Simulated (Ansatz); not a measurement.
The input, for Ansatz 0.2.0:

```yaml
crystal:
  periodic: [false, false, false]
  atoms:
    - {symbol: C, position_ang: [0.000000, 0.000000, -1.338900]}
    - {symbol: N, position_ang: [0.000000, 0.000000, -0.143300]}
    - {symbol: P, position_ang: [0.000000, 0.000000, 1.482200]}
basis:
  gaussian: {orbitals: cc-pVDZ}
correlation: {method: fic_mrcisd_q, electrons: outside_noble_gas, active_space: {window: {electrons: 14, orbitals: 12}, shells: [{species: C, l: s, shell: 2}, {species: C, l: p, shell: 2}, {species: "N", l: s, shell: 2}, {species: "N", l: p, shell: 2}, {species: P, l: s, shell: 3}, {species: P, l: p, shell: 3}]}}
```

```sh
$ ansatz run in.yaml --threads 2 --pin off --events-out ev --progress --plain --max-ram 24576MiB --backend cuda --devices 0, --max-vram 18GiB
```

(1) Roughly how long does this take on 2 threads of AMD EPYC 7R13 with a shared H100 80 GB, shared host, and how much host memory?

```
840 factors; integrals over basis functions are off by at most 1.7e-7 eV
mean field evaluation 1: about -11779.6534 eV, gradient 1.8e1 eV
mean field evaluation 2: about -11779.6576 eV, gradient 1.8e1 eV
mean field evaluation 4: about -11780.9389 eV, gradient 2.7e0 eV
mean field evaluation 8: about -11780.9850 eV, gradient 9.7e-2 eV
mean field evaluation 16: about -11780.9852 eV, gradient 3.1e-2 eV
mean field -11780.98515589 eV, -432.9432190403 hartree, gradient 1.2e-6 eV, S^2 0.000000; 2 other end points of the search recorded, 0 dependent functions left out; unrestricted orbitals would lower it
reference -11780.98515589 eV, -432.9432190403 hartree; 14, 14 occupied and 32, 32 virtual orbitals, 840 factors
state -11785.46281705 eV, -433.1077700530 hartree
contracted CI cycle   1: correlation 0.00000000 eV, 0.0000000000 hartree, residual 2.22e1 eV
contracted CI cycle   2: correlation -5.82739365 eV, -0.2141527665 hartree, residual 4.22e0 eV
contracted CI cycle   3: correlation -6.04707263 eV, -0.2222258201 hartree, residual 8.66e-1 eV
contracted CI cycle   4: correlation -6.05678952 eV, -0.2225829095 hartree, residual 2.11e-1 eV
contracted CI cycle   5: correlation -6.05738523 eV, -0.2226048014 hartree, residual 5.55e-2 eV
contracted CI cycle   6: correlation -6.05742731 eV, -0.2226063476 hartree, residual 1.51e-2 eV
contracted CI cycle   7: correlation -6.05743025 eV, -0.2226064559 hartree, residual 4.09e-3 eV
contracted CI cycle   8: correlation -6.05743045 eV, -0.2226064631 hartree, residual 9.75e-4 eV
contracted CI cycle   1: correlation 0.00000000 eV, 0.0000000000 hartree, residual 2.22e1 eV
contracted CI cycle   2: correlation -5.82739365 eV, -0.2141527665 hartree, residual 4.22e0 eV
contracted CI cycle   3: correlation -6.04707263 eV, -0.2222258201 hartree, residual 8.66e-1 eV
contracted CI cycle   4: correlation -6.05678952 eV, -0.2225829095 hartree, residual 2.11e-1 eV
contracted CI cycle   5: correlation -6.05738523 eV, -0.2226048014 hartree, residual 5.55e-2 eV
contracted CI cycle   6: correlation -6.05742731 eV, -0.2226063476 hartree, residual 1.51e-2 eV
contracted CI cycle   7: correlation -6.05743025 eV, -0.2226064559 hartree, residual 4.09e-3 eV
contracted CI cycle   8: correlation -6.05743045 eV, -0.2226064631 hartree, residual 9.75e-4 eV
state -11785.46281705 eV, -433.1077700530 hartree; corrected -11792.07068117 eV, -433.3506045804 hartree
Total energy: -11792.07068117 eV, -433.3506045804 hartree
Checks for a lower state left out: starts, orbital_swaps
```

Natural occupations: 1.9978 1.9886 1.9805 1.9752 1.9511 1.9511 1.0000 1.0000 0.0566 0.0566 0.0246 0.0177.

Results:

(1) 75 s wall and 1.2 GiB.
